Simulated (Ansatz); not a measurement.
## Tantalum, bcc: convergence with Gaussian smearing

Computed with Ansatz, LDA, scalar-relativistic PAW, on the relaxed cell (a = 3.255 Å; spin not included). Errors count from a run at 420 eV on a Γ-centred 22×22×22 mesh with Fermi-Dirac smearing of 0.1 eV, extrapolated to zero width. Fixed here: cutoff 420 eV, mesh 14×14×14. The SCF starts from atomic densities corrected by a trained network.

```
width (eV)  E(σ→0) error (meV/atom)  F error (meV/atom)  P (GPa)  SCF iterations
      0.01                     -4.1                -4.1    -0.10               6
      0.03                     -4.1                -4.4    -0.01               6
       0.1                     -4.2                -7.0     0.03               6
       0.2                     -4.0               -15.6    -0.05               6
       0.3                     -3.5               -30.3    -0.05               6
       0.6                     -6.5              -110.6     0.63               6
       1.0                    -28.8              -282.8     2.25               6
```
